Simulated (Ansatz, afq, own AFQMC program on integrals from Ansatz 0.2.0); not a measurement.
## Atomization energy of AlSiH₃, singlet, worked out

```xyz
5

Si    0.0000   -0.0799    1.3073
Al    0.0000    0.0272   -1.2555
H     0.0000    1.4459    1.3837
H     0.0000    1.3800   -2.1018
H     0.0000   -1.3261   -2.1006
```

Connectivity, by distances: SiH–AlH2.

Basis cc-pVDZ. Only valence electrons are correlated. Integrals, coupled cluster, full CI and functionals: Ansatz 0.2.0; the random walks run on the same integrals in our own AFQMC program. ph-AFQMC/CISD is guided by a CISD state made of CCSD amplitudes; releasing the constraint for a short imaginary time cuts its bias at the price of noise, slowly where states lie close. Error bars are statistical, one sigma.

Total energies in eV. CBS is CCSD(T) at the limit of def2-TZVPP/QZVPP (extrapolated itself); the highest rung of each member is named.

Cautions: AlSiH₃ (singlet): restricted determinant unstable towards unrestricted (UHF 278 meV lower, ⟨S²⟩ 0.71).

| member | count | CCSD(T)/cc-pVDZ | highest rung in cc-pVDZ | which | CCSD(T)/CBS |
| --- | --- | --- | --- | --- | --- |
| Si (triplet) | +1 | -7861.7800 | -7861.7922 | FCI | -7862.5000 |
| Al (doublet) | +1 | -6583.0131 | -6583.0229 | FCI | -6583.4221 |
| H (doublet) | +3 | -13.5861 | -13.5861 | FCI | -13.6059 |
| AlSiH₃, singlet | -1 | -14495.4209 | -14495.4596 | CCSDT(Q) | -14497.7464 |

Work out the best estimate of the atomization energy: the CCSD(T)/CBS difference plus the step from CCSD(T) to the highest rung.

Sums with the counts: CCSD(T)/CBS 11.0066 eV, highest rung 9.8862 eV, CCSD(T)/cc-pVDZ 9.8695 eV. The step is 9.8862 − 9.8695 = 0.0167 eV, so the best estimate is 11.0066 + (0.0167) = 11.0233 eV = 1063.6 kJ/mol. The basis set is worth 1.137 eV of it. Zero-point, core-correlation and spin–orbit terms aren't in it. Past Ne the Hartree–Fock part of each CBS total tends to overshoot, since the cores don't follow the formula; that largely cancels in the difference.

Best estimates are given only where the step beyond CCSD(T) is under 0.3 eV and no member's determinant is very poor (T1 over 0.05, or 0.07 for open shells, ⟨S²⟩ too high by 0.3, two states mixed), so the hardest cases are missing from such tables.

CCSDT and higher add their correlation energy to the determinant of the CCSD(T) run, since their own runs factorise the integrals more tightly (a shift of under 2 meV). Each member of a difference takes its own highest rung, so a best estimate needn't equal the limit plus the step of one row.
